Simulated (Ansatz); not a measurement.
C3H4ClO2 (charge -1), SMILES CO/C(Cl)=C/[O-], harmonic frequencies at the relaxed geometry

Program: Ansatz 0.2.0, Python API.

`freq.py`
```python
'''Vibrations and zero-point energy of C3H4ClO2(-).'''

import warnings

import ansatz
import numpy as np
from rdkit import Chem
from rdkit.Chem import AllChem


def main() -> None:
    warnings.simplefilter('ignore', ansatz.DeckWarning)

    # start geometry from RDKit
    rd = Chem.AddHs(Chem.MolFromSmiles('CO/C(Cl)=C/[O-]'))
    AllChem.EmbedMolecule(rd, randomSeed=627)
    AllChem.UFFOptimizeMolecule(rd)
    c3h4clo2 = ansatz.Crystal.molecule()
    for atom, xyz in zip(rd.GetAtoms(), rd.GetConformer().GetPositions()):
        c3h4clo2 = c3h4clo2.atom(atom.GetSymbol(), xyz.round(5).tolist())

    base = c3h4clo2.calculation()
    base = base.basis(gaussian='cc-pVDZ').functional('CAM-B3LYP')
    base = base.charge(-1)
    symbols = [site.symbol for site in c3h4clo2.cartesian_sites]
    start = np.array([site.position_ang for site in c3h4clo2.cartesian_sites], dtype=float)
    summary = base.relax(force_tolerance=0.003).run(threads=1, pin='off').report
    end = np.array(summary['positions_ang'])

    print('final positions (A) and the move of each atom')
    for symbol, xyz, old in zip(symbols, end, start):
        print(f'{symbol:2s} {xyz[0]:10.5f} {xyz[1]:10.5f} {xyz[2]:10.5f}   {np.linalg.norm(xyz - old):7.4f}')

    # same settings at the minimum
    minimum = ansatz.Crystal.molecule()
    for symbol, place in zip(symbols, end):
        minimum = minimum.atom(symbol, place.tolist())
    vibrating = (
        minimum.calculation()
        .basis(gaussian='cc-pVDZ')
        .functional('CAM-B3LYP')
        .charge(-1)
        .phonons(temperatures=(100, 500, 100))
    )
    vib = vibrating.run(threads=1, pin='off').report['vibrations']
    sums = vib['harmonic_sums']
    modes = [m['omega_inv_cm'] for m in sums['modes_at_gamma'] if m['rigid_motion'] == 'no']
    print('frequencies (1/cm):', ' '.join(f'{w:.0f}' for w in modes))
    print('imaginary modes:', sum(w < 0 for w in modes), ' zero-point energy:', round(sums['zero_point_energy_ev'], 4), 'eV')
    print('T (K)   F_vib (eV)   S_vib (meV/K)   C_vib (meV/K)')
    for row in zip(sums['temperatures_k'], sums['vibrational_free_energy_ev'], vib['entropy_ev_per_k'], vib['heat_capacity_ev_per_k']):
        print(f'{row[0]:6.1f} {row[1]:11.4f} {1000 * row[2]:13.4f} {1000 * row[3]:15.4f}')


if __name__ == '__main__':
    main()
```

```console
$ python freq.py
final positions (A) and the move of each atom
C    -1.45092    0.11066    0.56863    0.2128
O    -0.10289    0.29694    0.92864    0.7731
C     0.75001    0.35741   -0.15637    0.4339
Cl    0.76607    1.96092   -0.97528    1.0238
C     1.60630   -0.65315   -0.53067    0.2918
O     2.47384   -0.72103   -1.42912    0.5547
H    -2.04435    0.05999    1.49862    0.2848
H    -1.82366    0.95138   -0.04642    1.0091
H    -1.58753   -0.82272   -0.00952    1.1095
H     1.41313   -1.54039    0.15147    0.6673
frequencies (1/cm): 59 131 185 195 374 405 454 585 651 977 1028 1111 1165 1210 1332 1407 1446 1457 1482 1759 2716 2990 3054 3078
imaginary modes: 0  zero-point energy: 1.8132 eV
T (K)   F_vib (eV)   S_vib (meV/K)   C_vib (meV/K)
 100.0      1.8057        0.1959          0.2692
 200.0      1.7730        0.4562          0.4978
 300.0      1.7152        0.6953          0.6932
 400.0      1.6343        0.9206          0.8798
 500.0      1.5314        1.1353          1.0464
```

Caveats:
- The frequencies are harmonic and unscaled, in a modest basis.
- The result belongs to the one conformer reached from this start, and soft torsions count as harmonic oscillators.
- Anions want diffuse functions, which this basis lacks.
- The whole script took 6.2 min on 1 thread of Arm Neoverse V2 (shared host), peak memory 0.42 GiB.
